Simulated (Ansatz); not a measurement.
Input file:

```yaml
crystal:
  periodic: [false, false, false]
  atoms:
    - {symbol: S, position_ang: [0.003422, 0.000039, -0.060504]}
    - {symbol: H, position_ang: [1.040216, 0.011063, 0.603045]}
    - {symbol: H, position_ang: [-0.585126, 0.987494, 0.660909]}
    - {symbol: H, position_ang: [-0.563945, -0.999794, 0.660829]}
basis:
  gaussian: {orbitals: pcseg-2}
total_charge: 1
magnetization: {spin_polarized: false}
correlation: {method: ccsd, electrons: valence, diis_vectors: 12}
accuracy: high
output: {forces: true}
```

```sh
$ ansatz run in.yaml --threads 1 --pin off --events-out ev --progress --plain --max-ram 2393MiB
```

Problem. Roughly how long does this take on 1 thread of AMD EPYC, shared host, and how much host memory?

Solution. 25 s wall and 0.38 GiB.

```
1322 factors; integrals over basis functions are off by at most 3.6e-9 eV
mean field evaluation 1: about -10855.7967 eV, gradient 1.7e1 eV
mean field evaluation 2: about -10855.7923 eV, gradient 1.7e1 eV
mean field evaluation 4: about -10856.8226 eV, gradient 1.7e0 eV
mean field evaluation 8: about -10856.8447 eV, gradient 4.4e-2 eV
mean field evaluation 16: about -10856.7344 eV, gradient 5.9e0 eV
mean field -10856.84475283 eV, -398.9816856330 hartree, gradient 5.7e-8 eV, S^2 0.000000; 0 other end points of the search recorded, 0 dependent functions left out
5 core orbitals not correlated: weight in the atoms' cores, before any rotation towards them, 1.000 or more for the frozen orbitals, at most 0.000 for the correlated occupied ones
reference -10856.84475283 eV, -398.9816856330 hartree; 4, 4 occupied and 67, 67 virtual orbitals, 1322 factors
second order -4.94790485 eV of doubles, -0.00000000 eV of singles
cycle   1  -5.49234394 eV  change   -5.4e-1 eV  update   4.9e-2
cycle   2  -5.67897936 eV  change   -1.9e-1 eV  update   1.6e-2
cycle   3  -5.68621952 eV  change   -7.2e-3 eV  update   3.7e-3
cycle   4  -5.68513241 eV  change    1.1e-3 eV  update   1.1e-3
cycle   5  -5.68485567 eV  change    2.8e-4 eV  update   2.9e-4
cycle   6  -5.68490236 eV  change   -4.7e-5 eV  update   7.7e-5
cycle   7  -5.68489897 eV  change    3.4e-6 eV  update   2.1e-5
cycle   8  -5.68489832 eV  change    6.5e-7 eV  update   5.8e-6
cycle   9  -5.68489721 eV  change    1.1e-6 eV  update   1.6e-6
cycle  10  -5.68489800 eV  change   -7.8e-7 eV  update   4.3e-7
cycle  11  -5.68489805 eV  change   -5.0e-8 eV  update   1.2e-7
cycle  12  -5.68489800 eV  change    5.1e-8 eV  update   4.1e-8
cycle  13  -5.68489799 eV  change    5.4e-9 eV  update   1.9e-8
cycle  14  -5.68489799 eV  change   -3.9e-9 eV  update   1.5e-8
cycle  15  -5.68489783 eV  change    1.6e-7 eV  update   1.1e-7
cycle  16  -5.68489785 eV  change   -1.5e-8 eV  update   3.3e-8
cycle  17  -5.68489785 eV  change   -6.9e-9 eV  update   7.9e-9
cycle  18  -5.68489785 eV  change   6.1e-10 eV  update   2.0e-9
cycle  19  -5.68489785 eV  change   3.8e-10 eV  update  6.8e-10
the calculation of the forces begins
Total energy: -10862.52965069 eV, -399.1906017757 hartree
Atom 0 at     0.003422     0.000039    -0.060504 Å, force    -3.631091    -0.038628    -1.823085 eV/Å
Atom 1 at     1.040216     0.011063     0.603045 Å, force     3.476639     0.036969     2.150178 eV/Å
Atom 2 at    -0.585126     0.987494     0.660909 Å, force     0.078961    -0.161976    -0.163553 eV/Å
Atom 3 at    -0.563945    -0.999794     0.660829 Å, force     0.075491     0.163635    -0.163540 eV/Å
Dipole moment:    -0.025852    -0.000288     0.312240 e Å
```

Forces (eV/Å):
```
S   -3.631 -0.039 -1.823
H    3.477  0.037  2.150
H    0.079 -0.162 -0.164
H    0.075  0.164 -0.164
```
